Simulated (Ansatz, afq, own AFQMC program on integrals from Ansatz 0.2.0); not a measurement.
Where AFQMC and coupled cluster stand for AlHSF, doublet

```xyz
4

Al    0.7862   -0.8109    0.3834
F     2.2357   -0.5813   -0.4098
S    -0.4383   -2.5298   -0.2467
H    -1.4020   -2.2412    0.6570
```

Connectivity, by distances: F–Al–SH.

Basis def2-TZVP. Only valence electrons are correlated. Integrals, coupled cluster, full CI and functionals: Ansatz 0.2.0; the random walks run on the same integrals in our own AFQMC program. ph-AFQMC/CISD is guided by a CISD state made of CCSD amplitudes; releasing the constraint for a short imaginary time cuts its bias at the price of noise, slowly where states lie close. ± is one standard error of the sampling.

Determinant: UHF, the one that the program's search chose, which needn't be the lowest solution. The geometry is a PBE0/def2-SVP stationary point of this or a neighbouring charge and spin state.

No full CI on the walks' own integrals is used here. The released AFQMC energy serves as the reference, which it does only where one determinant dominates, the energy is flat over the last release times and near the phaseless one (40 meV or 2 meV an electron, half that with transition metals). On small molecules, where full CI could be run and the noise was under 10 meV, such values lay within 10 meV of it in 19 cases of 20, a flattering rate, since the rule was set on those same cases; what remains of the bias isn't in the error bar.

Cautions: the released value is read at 1.50 1/Eh with a noise of 11 meV, more than in the cases checked (meV from the phaseless value at times in 1/Eh: -10 ± 7 at 0.24, -7 ± 6 at 0.51, -13 ± 7 at 0.99, -10 ± 11 at 1.50).

The T1 diagnostic is 0.0157, the weight of the determinant in the CISD state is 0.848 and the ⟨S²⟩ of the determinant is 0.755. The size of the correlated space is 17 electrons in 100 orbitals.

Reference: AFQMC with the constraint released, correlation energy -14.068 ± 0.011 eV.

```csv
level,E − E(reference) (mEh),share of correlation (%)
HF,516.97 ± 0.40,0.00
MP2,42.29 ± 0.40,91.82
CCSD,20.21 ± 0.40,96.09
CCSD(T),2.02 ± 0.40,99.61
ph-AFQMC/CISD,0.38 ± 0.48,99.93
```

Released energies are given only where the last usable release times agree within the noise; a slower fall can still hide under it.
